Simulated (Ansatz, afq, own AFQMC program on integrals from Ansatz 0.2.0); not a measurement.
# Atomization energy of B2H2, triplet

```xyz
4

B     0.0000    0.0000    0.6756
B     0.0000    0.0000   -0.9095
H     0.0000    1.0479    1.2540
H     0.0000   -1.0479    1.2540
```

Connectivity, by distances: BH2–B.

Atoms in their ground-state spins without spin–orbit coupling (mostly on UHF) minus the molecule (UHF), without zero-point energy. The geometry is a stationary point, not shown to be a minimum.

Basis cc-pVDZ. Only valence electrons are correlated. Integrals, coupled cluster, full CI and functionals: Ansatz 0.2.0; the random walks run on the same integrals in our own AFQMC program. ph-AFQMC/CISD is guided by a CISD state made of CCSD amplitudes; releasing the constraint for a short imaginary time cuts its bias at the price of noise, slowly where states lie close. Free projection: walkers drawn from exp(T), propagated without any constraint. Its projection time is finite, and what remains of the start isn't in its error. Uncertainties: one standard error, sampling alone. The errors of all members are added in quadrature.

No full CI on the walks' own integrals is used here; CCSDT(Q) serves as the reference and is uncertain by about the last step of the cluster series. Each member takes its own surest rung, up to full CI.

The best estimate is CCSD(T) at the basis-set limit (CBS: def2-TZVPP and def2-QZVPP, with their diffuse functions for anions and beside diffuse sets, CCSD(T) itself extrapolated) plus the step from CCSD(T) to CCSDT(Q) in cc-pVDZ. Rows without CBS are in cc-pVDZ, the functionals in def2-TZVP; B2PLYP and the wave-function rows carry a basis error of their own. Core correlation and relativity beyond core potentials are missing, and ± holds the sampling alone.

```
 level  atomization energy (eV)
B2PLYP                   11.036
   MP2                   10.328
r2SCAN                   11.654
```

(1) From these cheaper values, estimate the atomization energy at the level of the best estimate.

(1) 10.906 eV (best estimate, highest rung CCSDT(Q)).

```
                  level  atomization energy (eV)  error against the best estimate (eV)
                     HF                    9.044                                -1.861
                   CCSD                   10.003                                -0.903
                CCSD(T)                   10.082                                -0.824
          ph-AFQMC/CISD           10.095 ± 0.002                        -0.811 ± 0.002
         released AFQMC           10.104 ± 0.002                        -0.802 ± 0.002
             free AFQMC           10.102 ± 0.002                        -0.804 ± 0.002
                 HF/CBS                    9.231                                -1.675
                MP2/CBS                   11.076                                 0.170
            CCSD(T)/CBS                   10.885                                -0.021
                    PBE                   11.502                                 0.596
                   PBE0                   11.386                                 0.480
                  B3LYP                   11.232                                 0.326
                wB97M-V                   11.110                                 0.204
surest rungs in cc-pVDZ                   10.102                                -0.804
```

Correlation beyond CCSD(T) adds 0.021 eV. Going to the basis-set limit adds 0.804 eV at CCSD(T). The perturbative (T) step is worth +0.079 eV. The functionals spread over 0.618 eV; B2PLYP comes nearest and r2SCAN is 0.748 eV too high.

Best estimates are given only where the step beyond CCSD(T) is under 0.3 eV and no member's determinant is very poor (T1 over 0.05, or 0.07 for open shells, ⟨S²⟩ too high by 0.3, two states mixed), so the hardest cases are missing from such tables.

The functionals ran in a triple-zeta set and keep a basis error of their own, a few kJ/mol for each bond in atomization energies and more for double hybrids, so close places among them and the extrapolated levels can swap.

Free projections are given only where their last times agree within the noise and don't stop above the reference; a slow remainder of the start can still hide under it. Each member of a difference takes its own highest rung, so a best estimate needn't equal the limit plus the step of one row. A walk keeps the symmetry of its determinant, which the program's search chose and which needn't be the lowest solution, so a lower state of the same spin and another symmetry isn't excluded. Released energies are given only where the last usable release times agree within the noise; a slower fall can still hide under it.
